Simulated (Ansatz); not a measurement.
C8H18 can be A, `CCC(C)(CC)CC`, or B, `CCCCCCCC`.

Isolated molecules relaxed with PBE0-D4/def2-TZVP in Ansatz; ΔE leaves out vibrations. CCSD(T)/CBS adds triple-zeta CCSD(T) − MP2 to the extrapolated MP2 energy (def2 sets, frozen cores). DFT in def2-TZVPP. B3LYP here is the variant with VWN-RPA as its local correlation; programs differ in this. One conformer a species, not always the lowest.

A:

```xyz
26

C    -0.1048    0.9122    2.4489
C     0.1216   -0.2874    1.5442
C     0.3608    0.0085    0.0539
C     1.6676    0.7808   -0.1113
C     0.4738   -1.3533   -0.6523
C     0.6281   -1.3259   -2.1637
C    -0.7736    0.8562   -0.5395
C    -2.1644    0.2490   -0.4689
H    -1.0102    1.4614    2.1794
H    -0.2184    0.5905    3.4868
H     0.7309    1.6150    2.4176
H     0.9845   -0.8561    1.9107
H    -0.7346   -0.9651    1.6329
H     1.6267    1.7463    0.3978
H     2.5108    0.2182    0.3004
H     1.8801    0.9834   -1.1635
H    -0.4060   -1.9537   -0.3965
H     1.3277   -1.8831   -0.2134
H    -0.2457   -0.8913   -2.6551
H     1.5038   -0.7537   -2.4780
H     0.7473   -2.3398   -2.5527
H    -0.5287    1.0768   -1.5838
H    -0.7779    1.8279   -0.0347
H    -2.2227   -0.6999   -1.0076
H    -2.4753    0.0614    0.5619
H    -2.9014    0.9216   -0.9137
```

B:

Z-matrix (Å, degrees):
```
C
C 1 1.519
H 1 1.094 2 111.1
H 1 1.094 2 111.1 3 119.5
H 1 1.092 2 111.7 3 -120.2
C 2 1.520 1 113.1 3 -59.8
H 2 1.096 1 109.6 3 178.1
H 2 1.096 1 109.6 3 62.2
C 6 1.519 2 113.5 1 179.8
H 6 1.097 2 109.3 1 57.5
H 6 1.098 2 109.2 1 -57.9
C 9 1.520 6 113.1 2 179.7
H 9 1.096 6 108.9 2 57.0
H 9 1.098 6 109.4 2 -58.3
C 12 1.524 9 114.4 6 176.0
H 12 1.096 9 109.2 6 -60.4
H 12 1.096 9 108.8 6 54.4
C 15 1.525 12 115.3 9 60.0
H 15 1.096 12 108.8 9 -62.5
H 15 1.097 12 108.7 9 -177.6
C 18 1.520 15 113.9 12 59.5
H 18 1.095 15 108.4 12 -178.7
H 18 1.095 15 109.8 12 -63.7
H 21 1.093 18 111.8 15 -64.0
H 21 1.092 18 111.2 15 176.0
H 21 1.094 18 111.1 15 56.1
```

Task: Which isomer does CCSD(T)/CBS put lower? Give the gap. (Estimate.)

Result: Ansatz gave: A, by 1.7 kcal/mol.

Task: Give E(B) − E(A) in kcal/mol with B3LYP-D4, CCSD(T)/def2-TZVPP, CCSD/def2-TZVPP, ωB97M-V, PBE0-D4, HF/def2-TZVPP, BLYP-D4. (Estimate.)

Result: Ansatz gave: B3LYP-D4 0.2, CCSD(T)/def2-TZVPP 2.0, CCSD/def2-TZVPP 0.7, ωB97M-V 1.5, PBE0-D4 0.3, HF/def2-TZVPP -5.9, BLYP-D4 0.6. The order is the other way round with HF/def2-TZVPP.

Largest T1 diagnostic: 0.009.

The D4 term adds +4.2 kcal/mol with B3LYP and +2.4 kcal/mol with PBE0; it sums over pairs of atoms, weighted by their polarisabilities, and B3LYP, whose exchange is more repulsive, gets the larger term. In def2-TZVPP, CCSD(T) changes the Hartree–Fock value by +7.9 kcal/mol (the triples alone add +1.2 kcal/mol) and MP2 by +9.3 kcal/mol.
